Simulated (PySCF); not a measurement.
Mapped SMILES: `[OH:1][c:2]1[cH:3][cH:4][s:5][cH:6]1`; H(Xn) means a hydrogen on atom n.

Geometry: PBE0-D3(BJ)/def2-SVP; GIAO shifts from PySCF, gas phase, non-relativistic, averaged over equivalent atoms.

At PBE0/pcSseg-1 (129 basis functions, 9.8 s wall time on 1 thread of an x86-64 server CPU, shared host):
```csv
atoms,δ (ppm)
O1,108.2
C2,161.0
C4,133.4
C3,123.7
C6,102.1
S5,173.4
H(C4),6.96
H(C3),6.79
H(C6),5.80
H(O1),4.04
```

Shifts are taken against calculated references (same method and geometry level): H2O for ¹⁷O (σ = 334.56 ppm); ¹³C (σ = 184.41 ppm), ¹H (σ = 31.27 ppm) vs TMS; ³³S (σ = 495.66 ppm) vs CS2.

Question: Estimate the result of repeating the calculation with HF/pcSseg-2.

Answer: 
| atoms | δ at HF/pcSseg-2 | change |
| --- | --- | --- |
| O1 | 75.1 | -33.1 |
| C2 | 164.6 | +3.6 |
| C4 | 145.9 | +12.5 |
| C3 | 127.2 | +3.5 |
| C6 | 105.1 | +3.0 |
| S5 | 153.5 | -19.9 |
| H(C4) | 7.54 | +0.58 |
| H(C3) | 6.91 | +0.12 |
| H(C6) | 6.07 | +0.27 |
| H(O1) | 4.50 | +0.46 |

Referencing at the same level of theory: H2O for ¹⁷O (326.33 ppm); ¹³C (191.47 ppm) and ¹H (31.68 ppm) against TMS; CS2 for ³³S (522.21 ppm).

The largest change is at O1 (phenol-type oxygen). Cost: 279 basis functions, 15 s wall time on 1 thread of an x86-64 server CPU, shared host. The order of the carbon signals is the same at both levels.

Experimental scales use liquid or dissolved standards, which lie at an offset from isolated H2O (liquid H2O: subtract about 36 ppm).
